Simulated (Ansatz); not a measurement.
Energy needed to pull apart B₂H₄S (SMILES BBS), closed shell, into free ground-state atoms, from the structure below (displaced at random from a GFN2-xTB minimum); no zero-point or spin–orbit terms; open-shell atoms are treated unrestricted, in their ground-state multiplicity.

```json
{"atom": "B1", "x (Å)": "-0.6951", "y (Å)": "0.6407", "z (Å)": "-0.7114"}
{"atom": "B2", "x (Å)": "-0.0452", "y (Å)": "-0.0239", "z (Å)": "0.8007"}
{"atom": "S3", "x (Å)": "1.3258", "y (Å)": "-1.1299", "z (Å)": "0.8023"}
{"atom": "H4", "x (Å)": "-1.4892", "y (Å)": "0.0030", "z (Å)": "-1.2551"}
{"atom": "H5", "x (Å)": "-0.2035", "y (Å)": "1.5755", "z (Å)": "-1.1919"}
{"atom": "H6", "x (Å)": "-0.4327", "y (Å)": "0.3668", "z (Å)": "1.9782"}
{"atom": "H7", "x (Å)": "1.6011", "y (Å)": "-1.3254", "z (Å)": "-0.4140"}
```

Computed with Ansatz 0.2.0 (basis: def2-TZVPP); correlated methods freeze the cores.

| method | atomization energy (kcal/mol) |
| --- | --- |
| PBE-D4 | 543.4 |
| BLYP-D4 | 534.6 |
| r2SCAN-D4 | 542.5 |
| PBE0-D4 | 539.1 |
| r2SCAN0-D4 | 537.1 |
| wB97M-V | 539.9 |
| HF | ? |
| MP2 | 525.8 |
| CCSD | ? |
| CCSD(T) | 520.2 |

(1) What does HF give? (Judge from chemistry; the value comes from the calculation.)

(2) What does CCSD give? (An estimate is asked for; the value comes from the calculation.)

No T1 diagnostic of these runs exceeds 0.015.

## Answers

(1) The calculation gives: 417.8 kcal/mol, which is about 102.3 kcal/mol less than CCSD(T)/def2-TZVPP.

(2) By the calculation: 514.1 kcal/mol, which is about 6.1 kcal/mol less than CCSD(T)/def2-TZVPP.

In triple zeta the MP2 and coupled-cluster atomization energies are still short of their basis limit by a few kcal/mol a bond, whereas those of the functionals are nearly converged, so these differences are not deviations from converged CCSD(T).

For scale, one of the runs: CCSD(T)/def2-TZVPP forces, 160 basis functions (an equivalent command: `ansatz run in.yaml --threads 4`). Hardware: 4 CPU threads, shared host. Wall time 40 s; peak host memory 2.2 GiB.
